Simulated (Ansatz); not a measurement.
# C2H3O radical: how energies converge with the basis set

How large a basis does C2H3O radical need? Two functionals are run in growing sets.

The runs use Ansatz 0.2.0, Gaussian basis; one geometry, several basis sets.

Plan: PBE0-D4/def2-SVP; ωB97M-V/def2-SVP; PBE0-D4/def2-QZVPP; ωB97M-V/def2-QZVPP; the functionals' def2-TZVPP values are taken from earlier runs.

## Step 1: The geometry

The geometry comes from an earlier relaxation with PBE0-D4 in a triple-zeta def2 set; it is a stationary point.

6 atoms, charge 0, spin multiplicity 2.

Atoms are counted from 1 here; the program's logs count them from 0.

Bond lengths: C1–C2 1.497 Å, C1–H4 1.091 Å, C1–H5 1.094 Å, C1–H6 1.092 Å, C2–O3 1.175 Å. Angles: C2–C1–H4 108.7°, C2–C1–H5 111.4°, C2–C1–H6 108.4°, H4–C1–H5 110.6°, H4–C1–H6 107.1°, H5–C1–H6 110.5°, C1–C2–O3 129.3°.

Coordinates:

```
C    -0.1506    0.3609   -0.2462
C    -0.0953   -0.9378    0.4969
O     0.8118   -1.4398    1.0509
H    -0.9297    0.9838    0.1969
H     0.8141    0.8757   -0.2224
H    -0.4502    0.1571   -1.2761
```

## Step 2: PBE0-D4 in def2-SVP

File in.yaml:

```yaml
crystal:
  periodic: [false, false, false]
  atoms:
    - {symbol: C, position_ang: [-0.150626, 0.360900, -0.246216]}
    - {symbol: C, position_ang: [-0.095276, -0.937763, 0.496856]}
    - {symbol: O, position_ang: [0.811768, -1.439758, 1.050904]}
    - {symbol: H, position_ang: [-0.929717, 0.983792, 0.196910]}
    - {symbol: H, position_ang: [0.814084, 0.875736, -0.222363]}
    - {symbol: H, position_ang: [-0.450233, 0.157093, -1.276091]}
basis:
  gaussian: {orbitals: def2-SVP}
magnetization: {spin_polarized: true, initial_magnetization: 1}
hamiltonian: {xc: pbe0, dispersion: d4}
output: {orbitals: {seedname: orbitals}}
```

Further steps of the session: ωB97M-V in def2-SVP; PBE0-D4 in def2-QZVPP; ωB97M-V in def2-QZVPP.

**Question.** What will the summary of the whole plan be? Wanted: PBE0-D4: double and triple zeta above quadruple; ωB97M-V: double and triple zeta above quadruple.

As calculated:

| quantity | value |
| --- | --- |
| PBE0-D4: double and triple zeta above quadruple | 5.05, 0.23 eV |
| ωB97M-V: double and triple zeta above quadruple | 5.24, 0.23 eV |

In words: PBE0-D4 gains 4.81 eV from double to triple zeta, then 0.23 eV more. These are total energies; as a rule much of such shifts cancels in differences, which this series doesn't test. The LUMO of ωB97M-V is positive and keeps falling with the basis (0.86 to 0.27 eV): an unbound level that the basis holds in place.
